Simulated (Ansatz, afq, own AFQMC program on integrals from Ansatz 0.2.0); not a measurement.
**O, triplet → O⁺, doublet**

A free O atom.

E(doublet, charge +1) − E(triplet, charge +0) at this geometry, on UHF and ROHF determinants.

Basis aug-cc-pVTZ. Noble-gas cores (and the filled d shells of Ga–Kr and In–Xe) are frozen. Integrals, coupled cluster, full CI and functionals: Ansatz 0.2.0; the random walks run on the same integrals in our own AFQMC program. The CISD trial takes its coefficients from CCSD amplitudes. Released means that phaseless walkers are propagated on without the constraint, phases kept. Error bars are statistical, one sigma. The errors of all members are added in quadrature.

Full CI is exact in this basis; where marked, its frozen core comes from its own orbitals, which moves totals by up to a few meV.

Errors are counted within aug-cc-pVTZ, not against nature.

Cautions: O (triplet): full CI with its own frozen core; O⁺ (doublet): a spin-contaminated unrestricted determinant lies lower (UHF 2.92 eV lower, ⟨S²⟩ 1.76), strong correlation (T1 0.012, weight of the determinant 0.80, largest double 0.45), (T) is large, 7 % of the CCSD correlation, the CCSDT(Q) amplitudes may be one of several solutions (largest double 0.96), the released energies are still falling, so no released level is given (meV from the phaseless value at times in 1/Eh: -14 ± 5 at 0.24, -18 ± 4 at 0.51, -28 ± 5 at 0.99, -35 ± 6 at 1.62, -1 ± 29 at 2.40), the ph-AFQMC/CISD walk drifts between its halves (2.8 errors), full CI with its own frozen core, a state of higher spin lies lower, its ph-AFQMC/CISD value lies 154 ± 4 meV above full CI; this isn't the first ionization.

| level | vertical ionization energy (kJ/mol) |
| --- | --- |
| MP2 | 1720.1 |
| CCSD | 1667.1 |

Task: From these cheaper values, estimate the vertical ionization energy at the reference level in aug-cc-pVTZ.

Result: 1626.7 kJ/mol (full CI in aug-cc-pVTZ).

```csv
level,vertical ionization energy (kJ/mol),error against FCI (kJ/mol)
HF,1653.1,26.4
CCSD(T),1646.5,19.8
CCSDT,1626.9,0.1
CCSDT(Q),1627.1,0.4
ph-AFQMC/CISD,1641.4 ± 0.4,14.7 ± 0.4
```

Correlation beyond CCSD(T) takes off 19.8 kJ/mol. The perturbative (T) step is worth −20.6 kJ/mol. Where the cautions show a poor determinant, the low rows tell how each method copes with it, not its usual error.

CCSDT and higher add their correlation energy to the determinant of the CCSD(T) run, since their own runs factorise the integrals more tightly (a shift of under 2 meV). A walk keeps the symmetry of its determinant, which the program's search chose and which needn't be the lowest solution, so a lower state of the same spin and another symmetry isn't excluded.
